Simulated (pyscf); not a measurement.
`[O]=[SnH][OH]` → `[O]=[Sn]` [singlet] + `[OH2]`, a 1,1-elimination (singlet surface; O–Sn, H–Sn broken, H–O formed). Optimised with ωB97X-D3(BJ)/def2-SVP in PySCF. Correlated levels are frozen-core, on RHF or UHF. ΔMP2 is the change of the MP2 total energy from the triple- to the quadruple-zeta basis. Energies in kJ/mol from the reactant's lowest minimum found.

AM1 to PM7: differences of heats of formation from MOPAC. 

Problem. Quick AM1 single points give ΔE‡ = 148.1 kJ/mol and ΔE = -158.3 kJ/mol. What does CCSD(T)/def2-TZVPP + ΔMP2(QZVPP) give, and how far is the quick result from it?

Solution. CCSD(T)/def2-TZVPP + ΔMP2(QZVPP) gives ΔE‡ = 152.0 kJ/mol and ΔE = -91.3 kJ/mol. AM1 lies 3.9 kJ/mol under it in the barrier and 67.0 kJ/mol under it in the reaction energy, so on this step it does not hold to within 12.6 kJ/mol. CCSD(T)/def2-TZVPP + ΔMP2(QZVPP) has limits of its own. On the product side the descent ends in an adduct with a O–Sn contact, 58.0 kJ/mol under the separated species and 286.0 kJ/mol under the saddle at ωB97X-D3(BJ)/def2-TZVP. What is counted as broken (O–Sn) persists as a longer contact in the product adduct; parting that adduct is a step of its own. At ωB97X-D3(BJ) the barrier from the zero used here is 165.8 kJ/mol. O=SnH–OH lies 275.0 kJ/mol over its isomer HO–Sn:–OH [singlet] (electronic energy, ωB97M-D3(BJ)). One saddle was located; it need not be the lowest between these sides. The CCSD(T) − MP2 part came from Ansatz, without density fitting, on the same reference. The largest closed-shell T1 diagnostic is 0.033, which may signal static correlation. The frozen core leaves the outer d or s,p core shells of the metals and heavy elements correlated in the MP2 and CC values, and def2-TZVPP describes them poorly, which can shift differences by a few kcal/mol. Elements past Kr carry the def2 core potentials, without spin-orbit coupling.
